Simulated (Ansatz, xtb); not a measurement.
## CH2NS−: 5 structures ranked

5 gas-phase structures of CH2NS−, found in a search over its isomers (lower ones may exist). Each was relaxed with GFN2-xTB:

A. `C=N[S-]`, a singlet
B. `[H]/N=C/[S-]`, a singlet
C. `N[C-]=S`, a singlet
D. a singlet given by its coordinates
E. `C1[N-]S1`, a singlet

D (Å):

| atom | x (Å) | y (Å) | z (Å) |
| --- | --- | --- | --- |
| C | 0.1859 | 3.3498 | -0.6819 |
| N | 0.1305 | 3.3159 | 0.4840 |
| S | -0.6314 | 1.6181 | -1.8802 |
| H | 0.4803 | 3.8865 | -1.5610 |
| H | -0.9956 | 0.9690 | -0.7856 |

Close contacts (Å): C1–N2 1.17, C1–S3 2.26, C1–H4 1.07, S3–H5 1.32.

Task: Estimate their order in r2SCAN-D4/def2-SVPD energy at these geometries, lowest first.

Result: Calculated order at r2SCAN-D4/def2-SVPD: B (0.000), A (0.998), D (1.027), C (1.283), E (2.608) eV. Less than 1 kcal/mol parts A and D, so the order within that pair means little.

Energies above the lowest of each column, in eV; the last columns are at PBE0-D4/def2-TZVPD geometries and were run for some of them only (a dash: not run or not comparable):

```tsv
structure	GFN2-xTB	HF/STO-3G	r2SCAN-D4/def2-SVPD	PBE0-D4/def2-TZVPD	CCSD(T)/def2-TZVPPD
B	0.000	0.000	0.000	0.000	0.000
A	0.438	0.404	0.998	0.931	0.922
D	0.965	1.013	1.027	–	–
C	1.846	1.743	1.283	1.290	1.306
E	1.692	1.361	2.608	–	–
```

Every level run on B puts it lowest or level with the lowest. Flexible structures stand in one conformer each, not always the lowest. Frequencies (PBE0-D4/def2-TZVPD) were run for A, B, C alone. Large T1 diagnostics make some coupled-cluster values less sure.

Over these structures GFN2-xTB departs from r2SCAN-D4/def2-SVPD by 0.434 eV on average once a common shift is removed. A GFN2-xTB relaxation took about 0.043 s and the r2SCAN-D4/def2-SVPD energy about 1.1 s on a shared host (Ansatz 0.2.0, xtb 6.7.1).
